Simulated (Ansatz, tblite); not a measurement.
# The cluster C₃: rung by rung

How do method and basis change the picture of the cluster C₃ (singlet)?

Method: as each input shows; program: Ansatz 0.2.0, Gaussian basis.

The runs, in order: GFN1-xTB, GFN2-xTB, PBE-D4/def2-TZVP, r2SCAN-D4/def2-TZVP, revPBE-D4/def2-TZVP, B97M-V/def2-TZVP, PBE-QIDH/def2-TZVP, HSE06-D4/def2-TZVP, HF/def2-TZVP, PBE-D4/def2-SVP, PBE0-D4/def2-SVP, HF/6-31G, B3LYP-D4/6-31G, PBE0-D4/def2-TZVPD, PBE-D4/def2-TZVPD, r2SCAN-D4/def2-TZVPD, CCSD(T)/def2-TZVPP, MP2/def2-TZVP, RPA/def2-TZVP, CCSD(T)/def2-TZVPD.

## Step 1: The geometry

The singlet was relaxed beforehand with r2SCAN-D4/def2-TZVP. At that level it is the lowest of the isomers that a small search found.

3 atoms, charge 0, spin multiplicity 1.

Bond lengths: C1–C2 1.293 Å, C1–C3 1.293 Å. Angles: C2–C1–C3 179.9°.

PBE0-D4/def2-TZVP was run before; its log isn't repeated, and its numbers join the tables.

## Step 2: GFN1-xTB

Tight binding, by tblite at 300 K electronic temperature and without a spin-polarisation term:

```python
tblite.interface.Calculator('GFN1-xTB', numbers, positions, charge=0, uhf=0).singlepoint()
```

Energy -163.6014 eV, HOMO -11.54 eV, LUMO -10.07 eV; 0.001 s.

## Step 3: GFN2-xTB

Tight binding, by tblite at 300 K electronic temperature and without a spin-polarisation term:

```python
tblite.interface.Calculator('GFN2-xTB', numbers, positions, charge=0, uhf=0).singlepoint()
```

Energy -165.7532 eV, HOMO -12.43 eV, LUMO -11.11 eV; 0.001 s.

## Step 4: PBE-D4/def2-TZVP

start.molden holds the orbitals of an earlier run on this state, given as this run's starting guess.

in.yaml

```yaml
crystal:
  periodic: [false, false, false]
  atoms:
    - {symbol: C, position_ang: [-0.000247, -0.000206, 0.000352]}
    - {symbol: C, position_ang: [0.866183, -0.958262, 0.045111]}
    - {symbol: C, position_ang: [-0.865937, 0.958468, -0.045463]}
basis:
  gaussian: {orbitals: def2-TZVP, initial_orbitals: start.molden}
hamiltonian: {xc: pbe, dispersion: d4}
scf: {omitted_lower_state_checks: [starts]}
output: {orbitals: {seedname: orbitals}}
```

Started as:

```bash
$ ansatz run in.yaml --threads 4 --pin off --events-out ev --progress --plain --max-ram 3916MiB
```

Further steps of the session: r2SCAN-D4/def2-TZVP; revPBE-D4/def2-TZVP; B97M-V/def2-TZVP; PBE-QIDH/def2-TZVP; HSE06-D4/def2-TZVP; HF/def2-TZVP; PBE-D4/def2-SVP; PBE0-D4/def2-SVP; HF/6-31G; B3LYP-D4/6-31G; PBE0-D4/def2-TZVPD; PBE-D4/def2-TZVPD; r2SCAN-D4/def2-TZVPD; CCSD(T)/def2-TZVPP; MP2/def2-TZVP; RPA/def2-TZVP; CCSD(T)/def2-TZVPD.

Before running them: what should the planned runs give, taken together? Wanted: gap in def2-TZVP, named functionals and Hartree-Fock, smallest and largest; correlation energy, CCSD(T)/def2-TZVPP; correlation energy, MP2/def2-TZVP; correlation energy, CCSD(T)/def2-TZVPD; binding an atom, functionals in def2-TZVP; PBE0 total energy, smallest basis above largest.

As calculated:

| quantity | value |
| --- | --- |
| gap in def2-TZVP, named functionals and Hartree-Fock, smallest and largest | 2.38 eV (PBE-D4), 12.27 eV (HF) |
| correlation energy, CCSD(T)/def2-TZVPP | -12.03 eV |
| correlation energy, MP2/def2-TZVP | -10.82 eV |
| correlation energy, CCSD(T)/def2-TZVPD | -12.07 eV |
| binding an atom, functionals in def2-TZVP | 4.57 (PBE-QIDH) to 4.98 eV (PBE-D4) |
| PBE0 total energy, smallest basis above largest | 3.52 eV (def2-SVP, def2-TZVPD) |

**Reading.** Orbital gaps of the named functionals and Hartree-Fock in def2-TZVP span 2.38 eV (PBE-D4) to 12.27 eV (HF); exact exchange widens it. Notes on CCSD(T)/def2-TZVPP: large T1 diagnostic.
